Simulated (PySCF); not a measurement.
All of these have the formula C5H10. Computed with PySCF, TDDFT CAM-B3LYP/aug-cc-pVTZ, vertical, gas phase, core orbitals frozen in the response. Geometries: PBE0-D3(BJ)/def2-TZVP; one conformer of each isolated species. Triplets are in the Tamm–Dancoff approximation.

Question: Rank by computed HOMO energy, lowest first.
A. `C1CCCC1` (cyclopentane)
B. `C=C(C)CC` (2-methyl-1-butene)
C. `C=CC(C)C` (3-methyl-1-butene)
D. `C/C=C/CC` (trans-2-pentene)
E. `CC=C(C)C` (2-methyl-2-butene)

Answer: A (-10.14 eV), C (-8.74 eV), B (-8.37 eV), D (-8.24 eV), E (-7.91 eV).

```
  SMILES  HOMO (eV)  T1 (eV)  first f ≥ 0.01 (nm)  α (au)  f (S1)  LUMO (eV)  S1 mainly
 C1CCCC1     -10.14     7.70                  144    58.8   0.000       0.28  H→L (80%)
C=CC(C)C      -8.74     4.47                  186    64.9   0.052       0.31  H→L (62%)
C=C(C)CC      -8.37     4.37                  198    64.4   0.027       0.26  H→L (77%)
C/C=C/CC      -8.24     4.39                  199    65.8   0.012       0.33  H→L (80%)
CC=C(C)C      -7.91     4.34                  191    65.3   0.000       0.27  H→L (86%)
```

H and L stand for HOMO and LUMO.

- `C1CCCC1`: Löwdin shares by element: HOMO carbon 54% or more, hydrogen 8% or more (atoms not listed hold the other 39%); LUMO hydrogen 39% or more (atoms not listed hold the other 61%).
- `C=CC(C)C`: Löwdin shares by element: HOMO carbon 76% or more, hydrogen 5% or more (atoms not listed hold the other 19%); LUMO hydrogen 43% or more (atoms not listed hold the other 57%).
- `C=C(C)CC`: Löwdin shares by element: HOMO carbon 80% or more (atoms not listed hold the other 20%); LUMO hydrogen 46% or more (atoms not listed hold the other 54%).
- `C/C=C/CC`: Löwdin shares by element: HOMO carbon 80% or more (atoms not listed hold the other 20%); LUMO hydrogen 43% or more (atoms not listed hold the other 57%).
- `CC=C(C)C`: Löwdin shares by element: HOMO carbon 77% or more (atoms not listed hold the other 23%); LUMO hydrogen 43% or more (atoms not listed hold the other 57%).

Without π bonds the low states are Rydberg-like; a valence basis with one diffuse set may place them up to an eV too high.
